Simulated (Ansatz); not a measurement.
Cartesian coordinates (Å):
```xyz
4

F     -0.9329    -1.3575    -0.0037
Al     0.0000     0.0000     0.0002
F      1.6420    -0.1292     0.0065
F     -0.7090     1.4867    -0.0030
```
Charge +1, spin multiplicity 2.

Level of theory: frozen-core CCSD(T)/cc-pVTZ // PBE-D3(BJ)/def2-TZVP (Ansatz, a first-principles code). The geometry is that of the parent before the electron was removed.

- HF energy: -540.07404 Ha
- MP2 correlation energy: -0.76454 Ha

Estimate the CCSD correlation energy, the (T) correction, the total energy and the T1 diagnostic.


| Item | Result |
|---|---|
| CCSD correlation energy | -0.77722 Ha |
| (T) correction | -0.02555 Ha |
| CCSD(T) total energy | -540.87681 Ha |
| T1 diagnostic | 0.065 |
